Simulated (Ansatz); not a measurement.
System: bcc Rb. Method: r²SCAN (Ansatz, a program for electronic structure, PAW).

Run with plane-wave cutoff 600 eV, 12×12×12 k mesh, Fermi–Dirac smearing 0.1 eV, finite displacements, scalar-relativistic PAW data made under PBE.

Computed at the level's own relaxed cell.

Rb is taken in the cubic space group Im-3m (No. 229), the bcc (W type) structure, Pearson symbol cI2. Lattice parameters: a = 5.746 Å, b = 5.746 Å, c = 5.746 Å, α = 90.00°, β = 90.00°, γ = 90.00°. Rb on 2a sees 8 Rb at 4.976 Å and 6 Rb at 5.746 Å. (Neighbours: up to the widest gap in distance over summed covalent radii, below 1.35, at either atom.)
(The calculation used a cell of 1 atom; values per cell refer to that cell.)

Harmonic phonon frequencies (cm⁻¹; i marks an imaginary mode):

```csv
q point,frequencies
H,45 45 45
N,12 29 48
```

No imaginary mode appears at these points.
